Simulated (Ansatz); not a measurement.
# AlC (sextet): wave-function methods side by side, cc-pVTZ

The task here is to estimate one member of a computed series from the others.

Program: Ansatz 0.2.0, Gaussian basis. Level of theory: cc-pVTZ, core rule «outside noble gas», up to 6 orbitals frozen. These are calculated values, not measurements.

The runs, in order: UHF; CCSD(T) on ROHF; CCSD(T) on UHF; BCCD(T) on ROHF; CISD; CCSDT(Q) on ROHF; CCSDT(Q) on UHF; CASSCF and MRCISD+Q, 7 electrons in 8 orbitals; CASSCF and NEVPT2, 7 electrons in 8 orbitals.

14 further runs of the same task are left out: 4 that didn't finish, 10 set aside as unsound or not needed.

## The geometry

The geometry is a PBE0/def2-TZVP stationary point (not a proven minimum) of the parent state, kept for this charge and spin.

2 atoms, charge 0, spin multiplicity 6.

Atoms are counted from 1 here; the program's logs count them from 0.

Bond lengths: Al1–C2 1.967 Å.

Set-up of the first run:

The input, in.yaml:

```yaml
crystal:
  periodic: [false, false, false]
  atoms:
    - {symbol: Al, position_ang: [0.000000, 0.000000, 0.000000]}
    - {symbol: C, position_ang: [0.000000, 0.000000, 1.966767]}
basis:
  gaussian: {orbitals: cc-pVTZ}
magnetization: {spin_polarized: true, initial_magnetization: 5}
hamiltonian: {xc: hf}
output: {orbitals: {seedname: orbitals}}
```

Run with:

```bash
ansatz run in.yaml --threads 1 --pin off --events-out ev --progress --plain --max-ram 2393MiB
```

Among the steps run: UHF; CCSD(T) on ROHF; CCSD(T) on UHF; BCCD(T) on ROHF; CISD; CCSDT(Q) on ROHF; CCSDT(Q) on UHF; CASSCF and MRCISD+Q, 7 electrons in 8 orbitals; CASSCF and NEVPT2, 7 electrons in 8 orbitals.

One table of the session follows, with a row left open; its other results are not shown here.

```
          method  from UCCSDT(Q) (kcal/mol)
            ROHF                     +78.05
             UHF                     +76.71
            RMP2                     +16.09
            UMP2                     +16.07
            CISD                      +4.13
           RCCSD                      +3.63
           UCCSD                      +3.53
        RCCSD(T)                      +0.77
        UCCSD(T)                      +0.70
         BCCD(T)                      +0.75
          RCCSDT                      +0.20
          UCCSDT                      +0.12
       RCCSDT(Q)                      +0.09
       UCCSDT(Q)                          0
  CASSCF valence                     +61.63
  NEVPT2 valence                     +14.75
  MRCISD valence                          ?
MRCISD+Q valence                      +1.00
```

**Question.** Estimate the row for MRCISD valence.

As computed: from UCCSDT(Q) (kcal/mol): +3.97. In the column «from UCCSDT(Q) (kcal/mol)» it lies between RCCSD (+3.63) and CISD (+4.13).

Among the levels timed on like hardware and quicker than the yardstick, those that no quicker one beats, quickest first: NEVPT2 valence (1.5 s, +14.75 kcal/mol); UCCSD(T) (1.8 s, +0.70 kcal/mol).

To keep in mind: Of the multireference levels listed MRCISD+Q valence comes nearest in total energy (+1.00 kcal/mol), which doesn't show that its space is the better one. Restricted and unrestricted rows rest on different reference determinants; where their highest levels disagree by more than a few hundredths of an eV, they describe different states and don't form one ladder.
